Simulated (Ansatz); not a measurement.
A nudged elastic band was laid between two geometries of AlH6NS (9 atoms, charge 0, multiplicity 1).

Computed with RKS PBE-D4/6-31G* in Ansatz.

```
movable images  : 5
climbing image  : yes
spring          : 5.0 eV/Å²
optimiser       : quadratic models (default)
start path      : through a guess of the saddle point
force threshold : 0.05 eV/Å
iteration limit : 60
end points      : relaxed
```

Image 0:

```xyz
9
Properties=species:S:1:pos:R:3
Al -0.397 -0.783 -0.421
N -0.328 1.154 0.345
H -1.236 -0.497 -1.763
H -1.015 -1.577 0.837
H 0.308 1.714 -0.240
S 1.802 -1.118 -0.812
H -1.243 1.625 0.358
H 0.050 1.173 1.301
H 2.058 -1.692 0.396
```

Image 6:

```xyz
9
Properties=species:S:1:pos:R:3
Al -0.416 -0.798 -0.370
N -0.333 1.159 0.363
H -1.392 -0.577 -1.628
H -0.870 -1.605 0.948
H 0.624 1.493 0.186
S 1.753 -1.051 -0.963
H -0.985 1.793 -0.116
H -0.511 1.224 1.373
H 2.130 -1.638 0.206
```

(1) What changes between the two ends?

(2) What energy profile does the band end with?

The band took 12 iterations and roughly 70 core-seconds.

Results:

(1) No bond is made or broken.

(2) It converged. The highest image is number 6 of 0 to 6, 0.6 kJ/mol above the first end and 0.0 kJ/mol above the last; the last end lies 0.6 kJ/mol above the first. The highest image is an end point: on this band no image between the ends rises above it.

| image | path coordinate (Å) | energy (kJ/mol) |
| --- | --- | --- |
| 0 | 0.00 | 0.0 |
| 1 | 0.20 | 0.1 |
| 2 | 0.40 | 0.2 |
| 3 | 0.60 | 0.4 |
| 4 | 0.80 | 0.5 |
| 5 | 1.00 | 0.6 |
| 6 | 1.08 | 0.6 |

Time of the run: 67 s on 1 CPU thread of a shared host.
